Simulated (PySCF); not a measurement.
A geometry optimisation on `C=CN=C`.

Method: PBE0-D3(BJ)/def2-SVP geometry optimisation, gas phase (PySCF 2.14.0). Start geometry: MMFF94s. The command runs a driver script over a list of jobs; the input below is this job's line of settings and its coordinates in Å.

Command:
```bash
OMP_NUM_THREADS=1 python probes_run.py task.json out
```

Input:
```
{"job": {"xc": "PBE0", "basis": "def2-SVP", "d3": "d3bj", "grid": 1, "shake": 0.03, "kind": "geom"}, "charge": 0, "multiplicity": 1}
C      1.797050    -0.062820    -0.022260
C      0.420360    -0.050850     0.267040
N     -0.583140     0.089840    -0.714750
C     -1.645090     0.038760    -0.293570
H      2.046180     0.143600    -1.092660
H      2.485840    -0.077980     0.721000
H      0.177920    -0.194770     1.313460
H     -1.999090    -0.105000     0.753280
H     -2.567300     0.149770    -0.957180
```

Q: What does the run print?

A: 
```
step   0  E = -171.64918314  max force = 0.283668
step   1  E = -171.68369493  max force = 0.087707
step   2  E = -171.68885437  max force = 0.067688
step   3  E = -171.69028076  max force = 0.029509
step   4  E = -171.69349069  max force = 0.006349
step   5  E = -171.69343536  max force = 0.010662
step   6  E = -171.69401357  max force = 0.001884
step   7  E = -171.69405210  max force = 0.000914
step   8  E = -171.69406846  max force = 0.000355
step   9  E = -171.69406916  max force = 0.000126
optimisation converged
```

Energies in Eh; «max force» is the largest Cartesian gradient component in Eh/bohr.

Q: At which steps does the energy rise by more than 1e-5 Eh?

A: At step 5 (+0.06 mEh).

Q: Give the first gradient maximum in eV/Å.

A: With 1 Eh/bohr = 51.422 eV/Å, 14.587 eV/Å.

Summary of the converged run: final energy -171.69407 Eh after 9 steps; dipole 1.40 D.

Q: How long does this job take on one thread, Arm Neoverse V1 (aarch64), no GPU (shared host)? And the peak memory of the process?

A: About 16 s, with 0.33 GiB resident at the peak, the Python interpreter and its libraries included.
Labels such as C1 count atoms from 1, the log's own numbers from 0.
